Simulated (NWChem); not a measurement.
Everything below was run with NWChem. System: C₂H₅, charge 1, spin multiplicity 1, at the geometry of a parent with another charge or spin, in a state set for the comparison that need not be this species' ground state. Level: B2PLYP/def2-TZVP, 2 core orbitals frozen.

Job file:

```
start mol
memory heap 200 mb stack 900 mb global 1100 mb
charge 1
geometry units angstroms nocenter noautoz noautosym
  C      0.786718    -0.111259    -0.017825
  C     -0.685588     0.101544    -0.001895
  H      1.478943     0.705476     0.202420
  H      1.207495    -1.114605    -0.125421
  H     -1.125296    -0.099810     0.999128
  H     -0.958487     1.139104    -0.255640
  H     -1.209431    -0.571879    -0.702167
end
basis spherical
  * library def2-tzvp
end
dft
  xc hfexch 0.53 becke88 0.47 lyp 0.73 mp2 0.27
  dftmp2
  semidirect memsize 60000000 filesize 0
  iterations 100
end
mp2
  freeze core 2
end
task dft energy
```

NWChem printed:

```
             Northwest Computational Chemistry Package (NWChem) 7.3.0
             --------------------------------------------------------

                                NWChem Input Module
                                -------------------

 Scaling coordinates for geometry "geometry" by  1.889725989
 (inverse scale =  0.529177249)

                             Geometry "geometry" -> ""
                             -------------------------

 Output coordinates in angstroms (scale by  1.889725989 to convert to a.u.)

  No.       Tag          Charge          X              Y              Z
 ---- ---------------- ---------- -------------- -------------- --------------
    1 C                    6.0000     0.78671800    -0.11125900    -0.01782500
    2 C                    6.0000    -0.68558800     0.10154400    -0.00189500
    3 H                    1.0000     1.47894300     0.70547600     0.20242000
    4 H                    1.0000     1.20749500    -1.11460500    -0.12542100
    5 H                    1.0000    -1.12529600    -0.09981000     0.99912800
    6 H                    1.0000    -0.95848700     1.13910400    -0.25564000
    7 H                    1.0000    -1.20943100    -0.57187900    -0.70216700

 Effective nuclear repulsion energy (a.u.)      36.7605030767

            Nuclear Dipole moment (a.u.)
            ----------------------------
        X                 Y               Z
 ---------------- ---------------- ----------------
     0.0000075589    -0.0000075589     0.0000000000


 Summary of "ao basis" -> "" (spherical)
 ------------------------------------------------------------------------------
       Tag                 Description            Shells   Functions and Types
 ---------------- ------------------------------  ------  ---------------------
 *                         def2-tzvp                  on all atoms

  dft_input: which_mp2 not specified, using semidirect MP2 by default.

                                 NWChem DFT Module
                                 -----------------

 Summary of "ao basis" -> "ao basis" (spherical)
[...]
          18.935680755254           8.854653289254           0.112398697575
           8.854653289254          78.686421765413          -1.131235539279
           0.112398697575          -1.131235539279          85.985024511838

     Multipole analysis of the density
     ---------------------------------

     L   x y z        total         alpha         beta         nuclear
     -   - - -        -----         -----         ----         -------
     0   0 0 0      1.000000     -8.000000     -8.000000     17.000000

     1   1 0 0      0.612170      0.306081      0.306081      0.000008
     1   0 1 0     -0.119410     -0.059701     -0.059701     -0.000008
     1   0 0 1      0.070582      0.035291      0.035291      0.000000

     2   2 0 0     -4.351103    -26.863685    -26.863685     49.376267
     2   1 1 0     -0.347072      2.564139      2.564139     -5.475350
     2   1 0 1     -0.194680     -0.171463     -0.171463      0.148247
     2   0 2 0     -7.367143     -9.952119     -9.952119     12.537095
     2   0 1 1      0.125945     -0.479781     -0.479781      1.085507
     2   0 0 2     -7.941699     -6.854983     -6.854983      5.768266

                   NWChem MP2 Semi-direct Energy/Gradient Module
                   ---------------------------------------------

  Basis functions       =     92
  Molecular orbitals    =     92
  Frozen core           =      2
  Frozen virtuals       =      0
  Active alpha occupied =      6
  Active beta occupied  =      6
  Active alpha virtual  =     84
  Active beta virtual   =     84
  Use MO symmetry       = F
  Use skeleton AO sym   = F

  AO/Fock/Back tols     =   1.0D-09  1.0D-09  1.0D-09

 GA uses MA = F    GA memory limited = T

 Available:
  local mem=  4.43D+07
 global mem=  1.44D+08
 local disk=  0.00D+00
  mp2_memr nvloc                    84
  nvloc new                    84
   1 passes of   6:        4194304                      42456                   7343619.
   1 passes of   6: M     44310976           G      144162272           F      40116672.

 Semi-direct pass number   1 of   1  for RHF alpha+beta  at        4.4s
  vrange nnbf                  4277
  mp2_eaftype                    28  avail_ma_in_mb                   386
 EAF : mp2_eaftype filesize          28    3671810.
  mp2_eaf for mointskh                     28
Node 0 wrote     17.2 Mb in      0.0 s     Agg I/O rate:  1049.0 Mb/s
 Done moints_semi at        6.3s
  mp2_eaftype                    28  avail_ma_in_mb                   386
 EAF : mp2_eaftype filesize          28    3671810.
  mp2_eaf for kh                    28
 Done maket at        6.5s
 Done multipass loop at        6.5s

          -------------------------------------------
          DFT energy                     -78.689102415300
          Unscaled MP2 energy             -0.363345070580
          Total DFT+MP2 energy           -78.787205584356
          -------------------------------------------

 -----------------------
 Performance information
 -----------------------

 Timer overhead =  1.89D-07 seconds/call

               Nr. of calls         CPU time (s)                 Wall time (s)                GFlops
             ---------------    -------------------     ------------------------------   -------------------
Name         Min   Avg   Max    Min     Avg     Max     Min     Avg     Max   Mx/calls   Min     Max     Sum
mp2: moin     1     1     1    1.9     1.9     1.9      1.9     1.9     1.9     1.9      0.0     0.0     0.0
mp2: make     1     1     1   0.14    0.14    0.14     0.14    0.14    0.14    0.14      0.0     0.0     0.0
mp2: tota     1     1     1    2.1     2.1     2.1      2.1     2.1     2.1     2.1      0.0     0.0     0.0

 The average no. of pstat calls per process was 3.00D+00
 with a timing overhead of 5.68D-07s

 Task  times  cpu:        6.4s     wall:        6.4s

 Total times  cpu:        6.5s     wall:        6.5s
```
